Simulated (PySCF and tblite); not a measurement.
Results of a calculation; reference values are marked as such.
Stationary points of C3H4S2 at GFN2-xTB, in Å:

Structure A

```
 1 S    -2.749    1.258   -0.235
 2 C    -1.601    0.130    0.010
 3 C    -0.215    0.358   -0.248
 4 C     0.722   -0.570   -0.033
 5 S     2.442   -0.288   -0.394
 6 H    -1.885   -0.848    0.389
 7 H     0.059    1.333   -0.627
 8 H     0.487   -1.563    0.325
 9 H     2.741    0.189    0.815
```

Structure B

```
 1 S    -2.898    1.002   -0.249
 2 C    -1.622    0.108    0.244
 3 C    -0.274    0.478    0.017
 4 C     0.763   -0.272    0.437
 5 S     2.418    0.181    0.165
 6 H    -1.805   -0.821    0.776
 7 H    -0.095    1.403   -0.514
 8 H     0.610   -1.198    0.969
 9 H     2.971   -0.872    0.769
```

Structure C

```
 1 S    -2.617    1.357    0.078
 2 C    -1.552    0.129    0.242
 3 C    -0.149    0.316    0.249
 4 C     0.722   -0.704    0.386
 5 S     2.442   -0.570    0.406
 6 H    -1.926   -0.885    0.352
 7 H     0.208    1.332    0.139
 8 H     0.387   -1.724    0.498
 9 H     2.499    0.755    0.253
```

Geometries: GFN2-xTB; energies: B3LYP/pcSseg-1 + D3(BJ), IEF-PCM tetrahydrofuran; zero-point and thermal terms from GFN2-xTB harmonic modes (soft modes blended into free rotors).

Task: Which structure is a saddle point, and along which motion?

Result: A: one imaginary mode (456i cm⁻¹ at GFN2-xTB, mostly on H9), along the rotation about the C4–S5 bond (torsion C3–C4–S5–H from 0° to 180°, rising).

Task: Give their symmetry and energies above the lowest.

Result: A C1, 8.1 kcal/mol; B Cs, 0.3 kcal/mol; C Cs, 0.0 kcal/mol.
